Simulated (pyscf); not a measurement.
Optimised with ωB97X-D3(BJ)/def2-SVP in PySCF.

**Question.** Estimate by transition-state theory the rate constant of Cl–GeH₃ (SMILES [Cl][GeH3]) + H• (SMILES [H]) -> Cl–GeH₂• (SMILES [Cl][GeH2]) + H₂ (SMILES [H][H]) (doublet surface; Ge–H broken, H–H formed) at 1200 K, with ωB97M-D3(BJ)/def2-TZVP energies (ideal gas, 1 atm, RRHO with modes under 100 cm⁻¹ raised to 100, one conformer, R ln 2 for chiral ones without a mode under 150 cm⁻¹; no tunnelling).

**Answer.** The electronic barrier is 3.1 kcal/mol and the thermal terms add +21.5, so ΔG‡ = 24.6 kcal/mol. With k_BT/h = 2.50e+13 s⁻¹ and RT = 2.385 kcal/mol, and a volume of 1.64e-19 cm³ per molecule at 1 atm, k = 1.4e-10 cm³ molecule⁻¹ s⁻¹. Wigner's tunnelling factor for 766i cm⁻¹ would be 1.04. A shift of 1 kcal/mol in the barrier changes k by a factor 1.5. This is the saddle that the search found; another between the same sides may lie lower. The angle at the transferred H is 178°. Elements up to Kr have no core potential and no relativistic terms here.
